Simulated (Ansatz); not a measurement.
**C2H5O+ (SMILES [CH2+]OC): functionals against CCSD(T) at one geometry**

An exercise on one series of results from a longer session: the logs are not shown, and one member is left open.

Program: Ansatz 0.2.0, Gaussian basis. Level of theory: single points in def2-TZVPP. These are calculated values, not measurements.

Cores are frozen in the correlated methods.

## Starting geometry

SMILES `[CH2+]OC`, 8 atoms, charge 1, spin multiplicity 1.

Atoms are counted from 1 here; the program's logs count them from 0.

Bond lengths: C1–O2 1.210 Å, C1–H4 1.160 Å, C1–H5 1.070 Å, O2–C3 1.472 Å, C3–H6 1.122 Å, C3–H7 1.122 Å, C3–H8 1.139 Å. Angles: O2–C1–H4 109.0°, O2–C1–H5 130.2°, H4–C1–H5 120.5°, C1–O2–C3 120.1°, O2–C3–H6 101.0°, O2–C3–H7 104.1°, O2–C3–H8 110.3°, H6–C3–H7 113.7°, H6–C3–H8 113.6°, H7–C3–H8 113.0°.

Geometry (Å):

```xyz
8
charge 1, multiplicity 1
C    -0.8467    0.5772   -0.7584
O    -0.3310   -0.4642   -0.4198
C     0.7002   -0.4704    0.6304
H    -1.5735    0.3704   -1.6380
H    -0.6569    1.5791   -0.4340
H     0.2090   -1.1106    1.4094
H     1.5857   -0.9552    0.1412
H     0.9117    0.5919    0.9814
```

The first run:

Contents of run/in.yaml:

```yaml
crystal:
  periodic: [false, false, false]
  atoms:
    - {symbol: C, position_ang: [-0.846700, 0.577200, -0.758400]}
    - {symbol: O, position_ang: [-0.331000, -0.464200, -0.419800]}
    - {symbol: C, position_ang: [0.700200, -0.470400, 0.630400]}
    - {symbol: H, position_ang: [-1.573500, 0.370400, -1.638000]}
    - {symbol: H, position_ang: [-0.656900, 1.579100, -0.434000]}
    - {symbol: H, position_ang: [0.209000, -1.110600, 1.409400]}
    - {symbol: H, position_ang: [1.585700, -0.955200, 0.141200]}
    - {symbol: H, position_ang: [0.911700, 0.591900, 0.981400]}
basis:
  gaussian: {orbitals: def2-TZVPP}
total_charge: 1
correlation: {method: ccsd_t}
output: {forces: true}
```

No record of the launch command was kept for these runs.

Steps of the session up to this table: CCSD(T)/def2-TZVPP; PBE0-D4/def2-TZVPP; wB97M-V/def2-TZVPP; r2SCAN-D4/def2-TZVPP; PBE-D4/def2-TZVPP; B97M-V/def2-TZVPP; BHLYP-D4/def2-TZVPP.

One of the session's tables, all rows but one given; the rest of the session is left out.

| method | RMS force component (eV/Å) | angle to CCSD(T) forces (°) |
| --- | --- | --- |
| CCSD(T) | 1.346 | reference |
| PBE0-D4 | 1.245 | 10.7 |
| wB97M-V | 1.273 | 7.8 |
| r2SCAN-D4 | ? | ? |
| PBE-D4 | 1.276 | 6.8 |
| B97M-V | 1.289 | 10.0 |
| BHLYP-D4 | 1.318 | 19.8 |

Estimate the missing values for r2SCAN-D4.

As computed: RMS force component (eV/Å): 1.279; angle to CCSD(T) forces (°): 5.1. In the column «RMS force component (eV/Å)» it lies between PBE-D4 (1.276) and B97M-V (1.289).
